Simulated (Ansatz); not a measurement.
Write a Python script for Ansatz 0.2.0 through its Python package that makes a relaxed scan of one distance of H4N (charge +1), SMILES [NH4+]. Settings (for the species named): PBE, def2-SVP basis, multiplicity 1.

The script reads `h4n.xyz`:
```text
5

N     0.00008    0.00005   -0.00001
H     0.45587   -0.45072    0.80565
H    -0.97790    0.21754    0.23655
H     0.02408   -0.63735   -0.80822
H     0.49788    0.87048   -0.23397
```

`relaxed_scan_h4n.py`
```python
# -*- coding: utf-8 -*-
"""Relaxed scan of one distance in H4N(+)."""

import ansatz as az
import numpy as np


def main():
    mol = az.Crystal.molecule_from_extxyz("h4n.xyz")

    model = (
        mol.calculation()
        .basis(gaussian="def2-SVP")
        .functional("pbe")
        .charge(1)
    )
    symbols = [site.symbol for site in mol.cartesian_sites]
    pairs = [(0, 1), (0, 2), (0, 3), (0, 4)]
    print("held (A)   E (eV)        ", "  ".join(f"{symbols[i]}{i}-{symbols[j]}{j}" for i, j in pairs))
    for length in [0.95, 1.03, 1.11, 1.24, 1.39]:
        report = model.relax(constraints=[az.DistanceConstraint((0, 4), at=length)], force_tolerance=0.02, max_steps=60).run(threads=1, pin="off").report
        xyz = np.array(report["positions_ang"])
        print(f"{length:6.2f} {report['free_energy_ev']:14.5f}  ", "  ".join(f"{np.linalg.norm(xyz[i] - xyz[j]):.3f}" for i, j in pairs))


if __name__ == "__main__":
    main()
```

```console
$ python relaxed_scan_h4n.py
held (A)   E (eV)         N0-H1  N0-H2  N0-H3  N0-H4
DeckWarning: relax.constraints: the input's atoms, or those drawn, lie off the distances that are held; a relaxation that starts there is brought onto them ahead of its first SCF, by positions alone, an atom by 3.98e-2 Å at the most. With the symmetry detection on, the symmetry is detected on the input's atoms as so brought (as typed, where only the drawn atoms reach the distances), and notices that speak of the structure as typed mean those atoms
  0.95    -1544.85214   1.039  1.039  1.039  0.950
  1.03    -1545.03917   1.039  1.039  1.039  1.030
  1.11    -1544.95357   1.038  1.038  1.038  1.110
  1.24    -1544.50233   1.037  1.037  1.037  1.240
  1.39    -1543.78183   1.037  1.037  1.037  1.390
```
(Warnings from the package without file and line, repeats left out.)

Total energies depend on the basis set; only differences at equal settings carry meaning. The energies are electronic: no zero-point or thermal terms, and the basis set is short of its limit. The whole script took 7.7 s on 1 thread of Arm Neoverse V2, with other jobs on the host, peak memory 0.16 GiB.

(A comment or docstring line of the script was reworded after the run, the code is as it ran; lines on the test bed's own set-up are left out of the output.)
